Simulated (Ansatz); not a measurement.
Ge (P4₃2₁2, No. 96, 12 atoms in the cell; start mp-137; another form than the element's usual one) was calculated with r²SCAN-D4 (Ansatz, a quantum-chemistry and plane-wave program, plane waves, PAW).

Numerical settings: plane-wave cutoff 500 eV, 8×8×6 k mesh (along the axes of the cell as run), gaussian smearing 0.02 eV, scalar-relativistic PAW data made under PBE.

Cell (relaxed at this level):

```cif
data_Ge12
_chemical_formula_sum 'Ge12'
_space_group_name_H-M_alt 'P43212'
_space_group_IT_number 96
_space_group_name_Hall 'P 4nw 2abw'
_cell_length_a 5.92975
_cell_length_b 5.92975
_cell_length_c 7.03718
_cell_angle_alpha 90.000
_cell_angle_beta 90.000
_cell_angle_gamma 90.000
loop_
_atom_site_label
_atom_site_type_symbol
_atom_site_symmetry_multiplicity
_atom_site_Wyckoff_symbol
_atom_site_fract_x
_atom_site_fract_y
_atom_site_fract_z
_atom_site_occupancy
Ge1 Ge 4 a 0.08521 0.08521 0.00000 1
Ge2 Ge 8 b 0.16998 0.37260 0.24643 1
```

### Question
Give the computed band gap.

### Answer

- band gap: 0.87 eV (on the SCF k mesh)

Note: the relaxation could not lower the start's symmetry, so the cell can be a saddle point above a distorted one.

Spin–orbit coupling is not included.

Computed values are for the static lattice.

Cost on a shared machine: around 19 core-minutes (rough).

A start named mp-… is a Materials Project structure, which need not be a measured phase.
